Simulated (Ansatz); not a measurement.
**AlH3 (triplet): from Hartree-Fock to the top rungs, def2-QZVPP**

An exercise on one series of results from a longer session: the logs are not shown, and one member is left open.

Program: Ansatz 0.2.0, Gaussian basis. Level of theory: def2-QZVPP, core rule «outside noble gas», up to 5 orbitals frozen. These are calculated values, not measurements.

To be run: UHF; ROHF; CCSD(T) on UHF.

2 further runs of the same task are left out: 2 set aside as unsound or not needed.

### The geometry

The geometry is a PBE0/def2-TZVP stationary point (not a proven minimum).

4 atoms, charge 0, spin multiplicity 3.

Atoms are counted from 1 here; the program's logs count them from 0.

Bond lengths: Al1–H2 1.590 Å, Al1–H3 1.843 Å, Al1–H4 1.843 Å, H3–H4 0.841 Å. Angles: H2–Al1–H3 101.8°, H2–Al1–H4 101.8°, H3–Al1–H4 26.4°, Al1–H3–H4 76.8°, Al1–H4–H3 76.8°.

Set-up of the first run:

The input, in.yaml:

```yaml
crystal:
  periodic: [false, false, false]
  atoms:
    - {symbol: Al, position_ang: [0.000000, 0.074413, -0.095633]}
    - {symbol: H, position_ang: [0.000000, -1.372409, -0.753982]}
    - {symbol: H, position_ang: [0.420650, -0.309773, 1.656991]}
    - {symbol: H, position_ang: [-0.420650, -0.309773, 1.656991]}
basis:
  gaussian: {orbitals: "def2-QZVPP.json"}
magnetization: {spin_polarized: true, initial_magnetization: 2}
hamiltonian: {xc: hf}
output: {orbitals: {seedname: orbitals}}
```

Command:

```console
$ ansatz run in.yaml --threads 1 --pin off --events-out ev --progress --plain --max-ram 2816MiB --backend cpu
```

Steps of the session up to this table: UHF; ROHF; CCSD(T) on UHF.

One table of the session follows, with a row left open; its other results are not shown here.

It belongs to the step «Misses and costs». 

| method | from UCCSD(T) (kJ/mol) |
| --- | --- |
| ROHF | +295.9 |
| UHF | ? |
| UMP2 | +60.0 |
| UCCSD | +7.1 |
| UCCSD(T) | 0 |

Estimate the missing values for UHF.

**Answer.** from UCCSD(T) (kJ/mol): +292.5. In the column «from UCCSD(T) (kJ/mol)» it lies between UMP2 (+60.0) and ROHF (+295.9).
